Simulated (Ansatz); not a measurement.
Basis-set extrapolation for C₃H₆O₂ (`COC1CO1`) (PBE0-D4/def2-TZVP geometry, frozen core, Ansatz 0.2.0). Multiplicity 1, RHF reference.

|  | def2-TZVPP | def2-QZVPP |
| --- | --- | --- |
| HF | -266.869103 | -266.881632 |
| MP2 correlation | -0.974326 | -1.044174 |
| CCSD(T) correlation | -1.042629 | not run |

Energies in hartree. Use E(X) = E(∞) + A·exp(−7.88·√X) for Hartree–Fock and E(X) = E(∞) + B·X^(−2.97) for correlation, with X = 3 and 4, and add CCSD(T) minus MP2 of the smaller set to the MP2 limit.

**Question.** What is the CCSD(T) energy at the basis-set limit?

**Answer.** HF limit: -266.881632 + (-0.012529) × 0.13774 = -266.88336. MP2 limit: -1.044174 + (-0.069848) × 0.74074 = -1.09591. Higher-order term: -1.042629 − (-0.974326) = -0.06830. Total: -268.04757 hartree, 85.2 kcal/mol below CCSD(T)/def2-TZVPP.
